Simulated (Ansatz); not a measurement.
Reaction (SMILES): ClC(Cl)C(Cl)Cl → 2 Cl[CH]Cl (the C-C bond breaks)

Quantity: bond dissociation energy (enthalpy at 298 K), in kcal/mol. Terms: spin-orbit terms left out; dispersion terms only where a functional's name holds one; UHF or UKS for open shells; frozen cores in correlated levels; 6-31G* and kin with 6d, 5d where marked; LANL2DZ with its own core potentials from Na on; 6-311+G** with 5d, 6d on Na to Ar in Ansatz (a program for electronic structure); non-relativistic. CBS(X,Y): correlation extrapolated as X^-3; Hartree-Fock from the larger set. [CCSD(T)-MP2]/basis is that difference in the basis named. First-principles rows: single points at B3LYP-D3(BJ) geometries (Ansatz), with unscaled harmonic terms from B3LYP/6-31G* (Ansatz) at its own minima.

Coupled cluster (Ansatz) is a level with limits of its own, used here on species with T1 under 0.025 (0.045 for open shells) and stable references: RI-MP2/CBS(cc-pV(T+d)Z,cc-pV(Q+d)Z)+[CCSD(T)-MP2]/cc-pV(T+d)Z.

Value to compare with, RI-MP2/CBS(cc-pV(T+d)Z,cc-pV(Q+d)Z)+[CCSD(T)-MP2]/cc-pV(T+d)Z (Ansatz): 81.1 kcal/mol.

```json
[
 {"level": "B3LYP/STO-3G", "program": "Ansatz", "bond dissociation energy (enthalpy at 298 K) (kcal/mol)": "93.9", "difference": "12.8"},
 {"level": "B3LYP/3-21G", "program": "Ansatz", "bond dissociation energy (enthalpy at 298 K) (kcal/mol)": "93.7", "difference": "12.6"},
 {"level": "B3LYP/LANL2DZ", "program": "Ansatz", "bond dissociation energy (enthalpy at 298 K) (kcal/mol)": "82.3", "difference": "1.2"},
 {"level": "B3LYP/6-31G", "program": "Ansatz", "bond dissociation energy (enthalpy at 298 K) (kcal/mol)": "81.2", "difference": "0.1"},
 {"level": "B3LYP/6-31G*", "program": "Ansatz", "bond dissociation energy (enthalpy at 298 K) (kcal/mol)": "70.1", "difference": "-11.0"},
 {"level": "B3LYP/6-31+G*", "program": "Ansatz", "bond dissociation energy (enthalpy at 298 K) (kcal/mol)": "68.7", "difference": "-12.4"},
 {"level": "B3LYP/6-31G**", "program": "Ansatz", "bond dissociation energy (enthalpy at 298 K) (kcal/mol)": "69.7", "difference": "-11.4"},
 {"level": "B3LYP/def2-SVP", "program": "Ansatz", "bond dissociation energy (enthalpy at 298 K) (kcal/mol)": "70.4", "difference": "-10.7"},
 {"level": "B3LYP/cc-pVDZ", "program": "Ansatz", "bond dissociation energy (enthalpy at 298 K) (kcal/mol)": "69.8", "difference": "-11.3"},
 {"level": "B3LYP/6-311+G**", "program": "Ansatz", "bond dissociation energy (enthalpy at 298 K) (kcal/mol)": "69.0", "difference": "-12.1"},
 {"level": "B3LYP/def2-TZVPD", "program": "Ansatz", "bond dissociation energy (enthalpy at 298 K) (kcal/mol)": "65.2", "difference": "-15.9"}
]
```

4 of the 10 habitual levels lie above RI-MP2/CBS(cc-pV(T+d)Z,cc-pV(Q+d)Z)+[CCSD(T)-MP2]/cc-pV(T+d)Z (Ansatz); their mean absolute difference is 9.6 kcal/mol, the median 11.4.

The sets are all those run for this method; left out are runs that failed, that the program found above a lower state of the same kind, or whose <S^2> lies over 0.5 above the pure value.
